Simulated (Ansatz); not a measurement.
System: hcp Co. Method: rVV10 in Ansatz (PAW).

Run with plane-wave cutoff 520 eV, 24×24×14 k mesh (along the axes of the cell as run), Fermi–Dirac smearing 0.05 eV, spin-polarised with parallel moments, scalar-relativistic PAW data made under PBE.

Results at a series of volumes:

```tsv
V (Å³/atom)	E − E_lowest (meV/atom)	P (GPa)
10.575	12.47	9.40
10.795	3.01	4.45
11.016	0.00	0.00
11.236	2.81	-4.01
11.456	10.85	-7.62
```

### Question
Estimate the bulk modulus from the pressures at 10.795 and 11.236 Å³/atom, and compare it with a fit to all energies.

### Answer
B = −V dP/dV. Between V = 10.795 and 11.236 Å³/atom, dP/dV = (-4.01 − (4.45))/(11.236 − 10.795) = -19.2 GPa per Å³/atom; at the midpoint 11.015 Å³/atom this gives B ≈ 211 GPa. The third-order Birch–Murnaghan fit gives V0 = 11.016 Å³/atom, B0 = 211 GPa, B′ = 4.2, which lies within 1 % of that estimate.

Shape and atoms are relaxed at each volume.

Measured, for comparison: bulk modulus 193 GPa (zero-point energy and finite temperature contributions removed, our sources range from 193 to 198; as tabulated in doi:10.1021/acs.jctc.3c00612). Computed (rounded) less measured: bulk modulus +9 % (+7 % to +9 % over the range).

Note: the bulk modulus comes from volumes at which shape and atoms were relaxed.

Static lattice: no zero-point or thermal effects.

Cost on a shared machine: about 5 core-minutes (a rough figure).

Ansatz is a program for electronic structure.
